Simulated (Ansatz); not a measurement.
Relaxation of BClH2 (4 atoms, charge 0, multiplicity 1), to a largest force component of 0.03 eV/Å in at most 50 steps.

These are results of RHF/def2-SVP in Ansatz 0.2.0, not measurements.

```xyz
4
Properties=species:S:1:pos:R:3
B -0.524 -0.917 -0.344
H 1.077 0.224 1.035
H 1.467 0.170 0.445
Cl -1.388 0.524 -0.770
```

Problem. Where does it end, and by what steps?

Solution. It converged. The force dipped under the threshold on the way, but the program's further checks kept it going. After 12 steps the energy has fallen by 0.310 eV; B1 moved furthest, 1.30 Å.

| step | energy less start (eV) | largest force component (eV/Å) | accepted |
| --- | --- | --- | --- |
| 0 | 0.0000 | 1.407 | yes |
| 1 | -0.1650 | 0.435 | yes |
| 2 | -0.2441 | 0.590 | yes |
| 3 | -0.2780 | 0.379 | yes |
| 4 | -0.2960 | 0.174 | yes |
| 5 | -0.3040 | 0.016 | yes |
| 6 | -0.3064 | 0.097 | yes |
| 7 | -0.3078 | 0.195 | yes |
| 8 | -0.3092 | 0.049 | yes |
| 9 | -0.3096 | 0.003 | yes |
| 10 | -0.3099 | 0.020 | yes |
| 11 | -0.3100 | 0.064 | yes |
| 12 | -0.3101 | 0.023 | yes |

```xyz
4
Properties=species:S:1:pos:R:3
B -1.577 -1.305 -1.006
H 1.880 0.559 1.524
H 2.256 0.371 0.907
Cl -1.927 0.375 -1.060
```

Whether the end is a true minimum wasn't checked by a vibrational analysis.

Time of the run: 2.9 s on 1 thread of Arm Neoverse V2, with other jobs on the host, peak memory 0.088 GiB.
